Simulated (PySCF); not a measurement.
CH₃NO, SMILES NC=O. Atoms are numbered in the order given.

```xyz
6

N      0.1575    -1.0812     0.0000
C     -0.3856     0.1617     0.0000
O      0.2453     1.1934     0.0000
H      1.1596    -1.1828     0.0000
H     -0.4200    -1.9030     0.0000
H     -1.4910     0.1369     0.0000
```

Geometry: B3LYP-D3(BJ)/def2-TZVP. The values are those of a single conformer.

Level of theory: TDDFT-LC-ωPBE/def2-SVPD run with PySCF.

Vertical excitations. Isolated molecule, no solvent. State labels are in the subgroup Cs.

```json
[
 {"state": "S1", "symmetry": "A\"", "energy (eV)": "5.63", "λ (nm)": "220", "f": "0.001", "main pairs": "HOMO→LUMO+1 98 %"},
 {"state": "S2", "symmetry": "A'", "energy (eV)": "7.74", "λ (nm)": "160", "f": "0.109", "main pairs": "HOMO−1→LUMO+1 69 %, HOMO→LUMO 26 %"},
 {"state": "S3", "symmetry": "A\"", "energy (eV)": "7.97", "λ (nm)": "156", "f": "0.016", "main pairs": "HOMO−1→LUMO 89 %"},
 {"state": "S4", "symmetry": "A'", "energy (eV)": "8.23", "λ (nm)": "151", "f": "0.161", "main pairs": "HOMO→LUMO 50 %, HOMO→LUMO+2 22 %, HOMO−1→LUMO+1 19 %"},
 {"state": "S5", "symmetry": "A\"", "energy (eV)": "8.92", "λ (nm)": "139", "f": "0.003", "main pairs": "HOMO−1→LUMO+2 79 %"},
 {"state": "S6", "symmetry": "A'", "energy (eV)": "8.94", "λ (nm)": "139", "f": "0.148", "main pairs": "HOMO→LUMO+2 66 %, HOMO→LUMO+3 13 %"},
 {"state": "S7", "symmetry": "A'", "energy (eV)": "9.57", "λ (nm)": "130", "f": "0.089", "main pairs": "HOMO→LUMO+3 60 %, HOMO→LUMO+5 17 %, HOMO→LUMO 11 %"},
 {"state": "S8", "symmetry": "A\"", "energy (eV)": "9.81", "λ (nm)": "126", "f": "0.014", "main pairs": "HOMO−1→LUMO+3 75 %"},
 {"state": "S9", "symmetry": "A\"", "energy (eV)": "9.91", "λ (nm)": "125", "f": "0.004", "main pairs": "HOMO→LUMO+4 95 %"},
 {"state": "S10", "symmetry": "A\"", "energy (eV)": "10.26", "λ (nm)": "121", "f": "0.002", "main pairs": "HOMO−2→LUMO+1 96 %"},
 {"state": "T1", "symmetry": "A\"", "energy (eV)": "5.07", "λ (nm)": "244", "f": "0", "main pairs": "HOMO→LUMO+1 97 %"},
 {"state": "T2", "symmetry": "A'", "energy (eV)": "5.55", "λ (nm)": "223", "f": "0", "main pairs": "HOMO−1→LUMO+1 94 %"},
 {"state": "T3", "symmetry": "A\"", "energy (eV)": "7.63", "λ (nm)": "162", "f": "0", "main pairs": "HOMO−1→LUMO 81 %"},
 {"state": "T4", "symmetry": "A'", "energy (eV)": "7.82", "λ (nm)": "159", "f": "0", "main pairs": "HOMO→LUMO 81 %"}
]
```
Triplets are in the Tamm–Dancoff approximation, which puts them higher than full response would, so one can lie above its singlet here.
